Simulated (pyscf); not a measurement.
## Four-centre exchange: H₃C–Zn–SH + H₂ → CH₄ + HS–ZnH

Gas phase, singlet surface, charge 0. Bonds broken: C1–Zn2, H8–H9. Bonds formed: C1–H8, Zn2–H9. PySCF, gas phase, ωB97X-D3(BJ)/def2-SVP geometries.

Transition state (Å):

```xyz
9

C     -1.7075     0.9903    -0.0363
Zn    -0.1120    -0.3997    -0.3821
S      0.9517    -1.9420     0.7026
H     -2.5301     0.3231     0.2730
H     -2.1491     1.7369    -0.7194
H     -1.3412     1.5473     0.8429
H      1.7668    -2.2535    -0.3246
H     -0.8553     0.7390    -1.2705
H     -0.1104     0.3490    -1.9850
```

One imaginary mode, 1639i cm⁻¹; descent along it reached the two sides named.

| bond | change | reactant side (Å) | saddle | product side |
|---|---|---|---|---|
| C1–Zn2 | breaks | 1.940 | 2.144 | 3.0 |
| H8–H9 | breaks | 0.760 | 1.103 | 2.8 |
| C1–H8 | forms | 3.3 | 1.521 | 1.101 |
| Zn2–H9 | forms | 3.0 | 1.769 | 1.537 |

Electronic energies relative to the separated reactants (kJ/mol):

```
level                   barrier  reaction energy  reverse barrier
----------------------  -------  ---------------  ---------------
ωB97X-D3(BJ)/def2-TZVP    180.1            -37.0            217.1
PBE/def2-TZVP             163.8            -36.8            200.6
r²SCAN/def2-TZVP          162.9            -37.7            200.6
B3LYP-D3(BJ)/def2-TZVP    181.9            -40.3            222.3
PBE0-D3(BJ)/def2-TZVP     164.8            -39.2            204.0
M06-2X/def2-TZVP          180.5            -32.5            213.0
ωB97M-D3(BJ)/def2-TZVP    180.1            -42.4            222.6
HF/def2-TZVP              223.8            -65.4            289.2
```

With ωB97M-D3(BJ)/def2-TZVP energies and thermal terms (ideal gas, 1 atm, RRHO with modes under 100 cm⁻¹ raised to 100, one conformer, R ln 2 for chiral ones without a mode under 150 cm⁻¹), in kJ/mol:

```tsv
T (K)	ΔH‡	ΔG‡	ΔH	ΔG
298	180.5	216.2	-32.7	-34.4
600	177.2	253.8	-38.6	-33.7
900	176.7	292.2	-42.9	-30.3
1200	177.7	330.6	-45.9	-25.6
```

At the saddle there is also a short H–Zn contact that neither side keeps. The same reactants have a lower exit, to H₃C–ZnH + H₂S (barrier +148.9 kJ/mol at ωB97M-D3(BJ)/def2-TZVP, against +180.1 kJ/mol here). One saddle was located; it need not be the lowest between these sides. Elements up to Kr have no core potential and no relativistic terms here.
